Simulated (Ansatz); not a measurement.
## CH2P2: structure from calculated spectroscopic constants

These gas-phase data were calculated for one isomer of CH2P2 at PBE0-D3(BJ)/def2-SVP (harmonic, unscaled wavenumbers; equilibrium rotational constants with average atomic masses):

| Property | Result |
| --- | --- |
| rotational constants | 14.99, 7.886, 5.352 GHz |
| all wavenumbers above 1500 cm⁻¹ | 3207, 3114 |

Candidates:

(1) `P#CP`, a singlet
(2) `C1=PP1`, a singlet
(3) `C1P=P1`, a singlet

Problem. Which candidate do the data belong to?

Solution. Candidate (3). No mode falls between 2250 and 2520 cm⁻¹, where the P–H stretch of (1), (2) would stand.

The same quantities for all candidates:

```tsv
	rotational constants (GHz)	wavenumbers above 1500 cm⁻¹	E above the lowest, PBE0-D3(BJ)/def2-SVP (kcal/mol)
(1)	128.9, 2.813, 2.805	2406, 2391, 1516	19.0
(2)	20.8, 6.116, 4.905	3257, 2292	15.0
(3)	14.99, 7.886, 5.352	3207, 3114	0.0
```

Harmonic stretches to hydrogen usually lie a few per cent above observed fundamentals. Programs: Ansatz 0.2.0.
